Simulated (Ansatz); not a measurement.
Mulliken charges of CNO (`[N]=C=O`) radical from ωB97M-V/def2-TZVPP in Ansatz (PBE0-D4/def2-TZVP geometry).

| atom | x (Å) | y (Å) | z (Å) | charge (e) |
| --- | --- | --- | --- | --- |
| N1 | 0.968 | 0.423 | 0.579 | -0.173 |
| C2 | -0.014 | -0.006 | -0.008 | 0.321 |
| O3 | -0.954 | -0.417 | -0.571 | -0.148 |

Task: By hand: the dipole of these point charges (1 e Å = 4.8032 D).

Result: Σ q r = (-0.031, -0.013, -0.018) e Å, of length 0.038 e Å = 0.18 D.

Task: How does the dipole of the full density compare? (An estimate is asked.)

Result: The calculation gave: (-0.117, -0.051, -0.070) e Å, 0.70 D; the point charges give 0.26 times that, at 1° from its direction.

Point charges leave out the atoms' own dipoles, such as those of lone pairs, and Mulliken's split depends on the basis, so the two needn't agree.
